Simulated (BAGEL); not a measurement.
# One shape, several levels: C3H5N (isocyanoethane)

Aim: a comparison of 4 runs (B3LYP/6-31G*, B3LYP/cc-pVDZ, PBE0/cc-pVDZ, RI-MP2/cc-pVDZ) of C3H5N (isocyanoethane). 

The results are computed with BAGEL 1.2.2.

4 further runs of the same task are left out: 2 that didn't finish, 2 set aside as unsound or not needed.

## Step 1: The molecule

C3H5N: 9 atoms, total charge 0, spin state singlet. As SMILES, `[C-]#[N+]CC`. The shape is that of a PBE0-D4/def2-TZVP optimisation.

Bond lengths: C1–N2 1.165 Å, N2–C3 1.417 Å, C3–C4 1.518 Å, C3–H5 1.093 Å, C3–H6 1.093 Å, C4–H7 1.091 Å, C4–H8 1.091 Å, C4–H9 1.091 Å. Some angles: C1–N2–C3 178.6°, N2–C3–C4 111.8°, N2–C3–H5 108.0°, N2–C3–H6 108.0°, C4–C3–H5 110.8°, C4–C3–H6 110.8°, C3–C4–H7 110.8°, C3–C4–H8 110.8°, C3–C4–H9 109.7°, H5–C3–H6 107.3°.

## Step 2: A single-point energy at B3LYP/6-31G(d) (density fitting with cc-pvqz-jkfit, spherical functions) (run 1)

Input file input.json:

```json
{ "bagel" : [

{
  "title" : "molecule",
  "basis" : "6-31gs.json",
  "df_basis" : "cc-pvqz-jkfit",
  "angstrom" : true,
  "geometry" : [
    { "atom" : "C", "xyz" : [       1.232650,       0.046730,      -2.266050 ] },
    { "atom" : "N", "xyz" : [       0.858980,       0.253530,      -1.182610 ] },
    { "atom" : "C", "xyz" : [       0.382160,       0.480090,       0.131970 ] },
    { "atom" : "C", "xyz" : [      -0.724640,      -0.489270,       0.504440 ] },
    { "atom" : "H", "xyz" : [       1.227830,       0.386240,       0.818170 ] },
    { "atom" : "H", "xyz" : [       0.029280,       1.513070,       0.189220 ] },
    { "atom" : "H", "xyz" : [      -0.368360,      -1.519080,       0.457970 ] },
    { "atom" : "H", "xyz" : [      -1.572560,      -0.386940,      -0.173920 ] },
    { "atom" : "H", "xyz" : [      -1.065320,      -0.284360,       1.520790 ] }
  ]
},

{
  "title" : "ks",
  "xc_func" : "b3lyp"
},

{
  "title" : "print",
  "file" : "orbitals.molden",
  "orbitals" : true
}

]}
```

The basis set 6-31G* is read from a file made from the Basis Set Exchange's data (not shown).

Started as:

```
$ BAGEL_NUM_THREADS=1 BAGEL input.json > input.out
```

Output:

```text
* using 1 threads per process

  ===============================================================
  ===============================================================

  *** Geometry ***

  { "atom" : "C", "xyz" : [      2.329371,      0.088307,     -4.282214 ] },
  { "atom" : "N", "xyz" : [      1.623237,      0.479102,     -2.234809 ] },
  { "atom" : "C", "xyz" : [      0.722178,      0.907239,      0.249387 ] },
[... 5 lines of this table left out ...]
  { "atom" : "H", "xyz" : [     -2.013163,     -0.537363,      2.873877 ] },

  Number of auxiliary basis functions:      679

  Since a DF basis is specified, we compute 2- and 3-index integrals:
    o Being stored without compression. Storage requirement is 0.024 GB

  Number of basis functions:       66
  Number of electrons      :       30

    * METHOD: MOLECULE                             0.45

  *** Kohn-Sham DFT ***

    * Removing 16970 points whose weight is below 1.00e-10
    * Grid points: 117184

  === Nuclear Repulsion ===
   105.7156446602

       - DIIS with orbital gradients will be used.

  === KS iteration (b3lyp / 6-31gs.json) ===
      0       -143.73477980          0.16295167           0.29
      1       -144.35199491          0.14600261           0.27
      2       -134.27154411          0.20937607           0.28
[... 16 lines of this table left out ...]
     19       -172.02877141          0.00000001           0.27
    * SCF iteration converged.

    * Permanent dipole moment:
           (    0.540902,    -0.178891,    -1.351641) a.u.

    * METHOD: KS                                   6.13

    * METHOD: PRINT                                0.01

  ===============================================================
```

Wall time 6.9 s (1 thread of Arm Neoverse V1, shared host); peak memory 0.37 GiB.

## Step 3: The energy at B3LYP/cc-pVDZ (density fitting with cc-pvqz-jkfit) (run 2)

Input file calc.json:

```json
{ "bagel" : [

{
  "title" : "molecule",
  "basis" : "cc-pvdz.json",
  "df_basis" : "cc-pvqz-jkfit",
  "angstrom" : "true",
  "geometry" : [
    { "atom" : "C", "xyz" : [    1.232650,    0.046730,   -2.266050 ] },
    { "atom" : "N", "xyz" : [    0.858980,    0.253530,   -1.182610 ] },
    { "atom" : "C", "xyz" : [    0.382160,    0.480090,    0.131970 ] },
    { "atom" : "C", "xyz" : [   -0.724640,   -0.489270,    0.504440 ] },
    { "atom" : "H", "xyz" : [    1.227830,    0.386240,    0.818170 ] },
    { "atom" : "H", "xyz" : [    0.029280,    1.513070,    0.189220 ] },
    { "atom" : "H", "xyz" : [   -0.368360,   -1.519080,    0.457970 ] },
    { "atom" : "H", "xyz" : [   -1.572560,   -0.386940,   -0.173920 ] },
    { "atom" : "H", "xyz" : [   -1.065320,   -0.284360,    1.520790 ] }
  ]
},
{ "title" : "ks", "xc_func" : "b3lyp" },
{ "title" : "print", "file" : "orbitals.molden", "orbitals" : "true" }

]}
```

The basis set cc-pVDZ is read from a file made from the Basis Set Exchange's data (not shown).

Started as:

```
$ BAGEL_NUM_THREADS=1 BAGEL calc.json > calc.out
```

Output:

```text
* using 1 threads per process

  ===============================================================
  ===============================================================

  *** Geometry ***

  { "atom" : "C", "xyz" : [      2.329371,      0.088307,     -4.282214 ] },
  { "atom" : "N", "xyz" : [      1.623237,      0.479102,     -2.234809 ] },
  { "atom" : "C", "xyz" : [      0.722178,      0.907239,      0.249387 ] },
[... 5 lines of this table left out ...]
  { "atom" : "H", "xyz" : [     -2.013163,     -0.537363,      2.873877 ] },

  Number of auxiliary basis functions:      679

  Since a DF basis is specified, we compute 2- and 3-index integrals:
    o Being stored without compression. Storage requirement is 0.036 GB

  Number of basis functions:       81
  Number of electrons      :       30

    * METHOD: MOLECULE                             0.47

  *** Kohn-Sham DFT ***

    * Removing 16970 points whose weight is below 1.00e-10
    * Grid points: 117184

  === Nuclear Repulsion ===
   105.7156446602

       - DIIS with orbital gradients will be used.

  === KS iteration (b3lyp / cc-pvdz.json) ===
      0       -143.32144875          0.11177349           0.35
      1       -140.84062273          0.14736771           0.35
      2       -135.41724358          0.14708474           0.35
[... 16 lines of this table left out ...]
     19       -172.04034340          0.00000000           0.35
    * SCF iteration converged.

    * Permanent dipole moment:
           (    0.557211,    -0.191667,    -1.405666) a.u.

    * METHOD: KS                                   7.77

    * METHOD: PRINT                                0.02

  ===============================================================
```

Wall time 8.4 s (1 thread of Arm Neoverse V1, shared host); peak memory 0.44 GiB.

Run 3 isn't shown in full; the table further down has it.

## Step 4: A single-point energy at RI-MP2/cc-pVDZ (density fitting with cc-pvqz-jkfit) (run 4)

Input file job.json:

```json
{ "bagel" : [

{
  "title" : "molecule",
  "basis" : "cc-pvdz.json",
  "df_basis" : "cc-pvqz-jkfit",
  "angstrom" : true,
  "geometry" : [
    { "atom" : "C", "xyz" : [    1.232650,    0.046730,   -2.266050 ] },
    { "atom" : "N", "xyz" : [    0.858980,    0.253530,   -1.182610 ] },
    { "atom" : "C", "xyz" : [    0.382160,    0.480090,    0.131970 ] },
    { "atom" : "C", "xyz" : [   -0.724640,   -0.489270,    0.504440 ] },
    { "atom" : "H", "xyz" : [    1.227830,    0.386240,    0.818170 ] },
    { "atom" : "H", "xyz" : [    0.029280,    1.513070,    0.189220 ] },
    { "atom" : "H", "xyz" : [   -0.368360,   -1.519080,    0.457970 ] },
    { "atom" : "H", "xyz" : [   -1.572560,   -0.386940,   -0.173920 ] },
    { "atom" : "H", "xyz" : [   -1.065320,   -0.284360,    1.520790 ] }
  ]
},
{
  "title" : "hf"
},
{
  "title" : "mp2",
  "ncore" : 4
}

]}
```

The basis set cc-pVDZ is read from a file made from the Basis Set Exchange's data (not shown).

Started as:

```
$ BAGEL_NUM_THREADS=1 BAGEL job.json > job.out
```

Output:

```text
* using 1 threads per process

  ===============================================================
  ===============================================================

  *** Geometry ***

  { "atom" : "C", "xyz" : [      2.329371,      0.088307,     -4.282214 ] },
  { "atom" : "N", "xyz" : [      1.623237,      0.479102,     -2.234809 ] },
  { "atom" : "C", "xyz" : [      0.722178,      0.907239,      0.249387 ] },
[... 5 lines of this table left out ...]
  { "atom" : "H", "xyz" : [     -2.013163,     -0.537363,      2.873877 ] },

[... 23 lines left out ...]
    * SCF iteration converged.
[... 1 line left out ...]
    * Permanent dipole moment:
[... 2 lines left out ...]
    * METHOD: HF                                   1.14

  *** RHF ***

  === Nuclear Repulsion ===
   105.7156446602

      * DIIS with orbital gradients will be used.

  === RHF iteration (cc-pvdz.json) ===
      0       -170.94591095          0.00000000           0.07
    * SCF iteration converged.

    * Permanent dipole moment:
           (    0.525628,    -0.181052,    -1.326350) a.u.

  === DF-MP2 calculation ===

    * freezing 4 orbitals
    * 3-index integral transformation done
    * assembly done

      MP2 correlation energy:   -0.5533642303      0.06

      MP2 total energy:       -171.4992751838

    * METHOD: MP2                                  0.21

  ===============================================================
```

Wall time 2 s (1 thread of Arm Neoverse V1, shared host).

## Step 5: All runs side by side

| run | level | frozen core orbitals | energy (Eh) | dipole moment (D) | HOMO energy (eV) | LUMO energy (eV) | wall time |
| --- | --- | --- | --- | --- | --- | --- | --- |
| 1 | B3LYP/6-31G* (density fitting with cc-pvqz-jkfit, spherical functions) | – | -172.028771 | 3.73 | -7.88 | 1.10 | 6.9 s |
| 2 | B3LYP/cc-pVDZ (density fitting with cc-pvqz-jkfit) | – | -172.040343 | 3.87 | -8.02 | 0.76 | 8.4 s |
| 3 | PBE0/cc-pVDZ (density fitting with cc-pvqz-jkfit) | – | -171.829711 | 3.91 | -8.33 | 1.04 | 7.5 s |
| 4 | RI-MP2/cc-pVDZ (density fitting with cc-pvqz-jkfit) | 4 | -171.499275 | – | – | – | 2 s |

## Step 6: Results

| quantity | value |
| --- | --- |
| run 4: total energy | -171.49928 Eh |
| run 4: correlation energy (4 core orbitals frozen) | -553.4 mEh |

Over runs 1, 2, 3 the dipole moment (its size) runs from 3.73 D (B3LYP/6-31G*) to 3.91 D (PBE0/cc-pVDZ). The two ends differ in method and basis. Over runs 1, 2, 3 the HOMO–LUMO gap runs from 8.78 eV (B3LYP/cc-pVDZ) to 9.36 eV (PBE0/cc-pVDZ). Totals of different functionals can't be ranked against each other. All runs together took 25 s, the longest 8.4 s.
